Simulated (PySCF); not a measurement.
## Field gradients at the hydrogen positions

Species: 1,1-dichloropropene, C3H4Cl2.
SMILES with atom numbers: `[CH3:1][CH:2]=[C:3]([Cl:4])[Cl:5]` (hydrogens: H6, H7, H8 on C1; H9 on C2)

Cartesian coordinates in Å at the GFN2-xTB level; atoms count from 1:
```
atom  x, y, z in Å
C1    -1.1952   -0.1707   -0.0560
C2     0.2442   -0.4364    0.2184
C3     1.2411    0.3949   -0.0445
Cl4    1.0410    1.9484   -0.7609
Cl5    2.8855    0.0066    0.3084
H6    -1.5896   -0.9353   -0.7235
H7    -1.3373    0.8050   -0.5095
H8    -1.7616   -0.2182    0.8729
H9     0.4855   -1.3882    0.6693
```

Level: PBE0/pcSseg-1 (PySCF, non-relativistic); Q(2H) = 0.00286 b; rigid geometry, the same for H and D, with no vibrational averaging.

Problem. Give the electric field gradient Vzz (the principal value of largest size), its asymmetry and the 2H coupling at each hydrogen.

Solution. 
```tsv
atom	bonded to	bond length (Å)	Vzz (au)	η	χzz (kHz)
H6	C1	1.089	0.3116	0.03	209
H7	C1	1.085	0.3118	0.04	210
H8	C1	1.089	0.3115	0.03	209
H9	C2	1.080	0.3238	0.08	218
```

Isolated species at its GFN2-xTB geometry, gas phase. GFN2-xTB bond lengths can be off by several hundredths of an ångström, more for odd bonds, and the gradients follow them. The small basis limits the accuracy of the gradients.

These values come from a run that also computed NMR shieldings. On Arm Neoverse N1, one thread, shared host, this took 15 s and 0.55 GiB of memory at its peak.
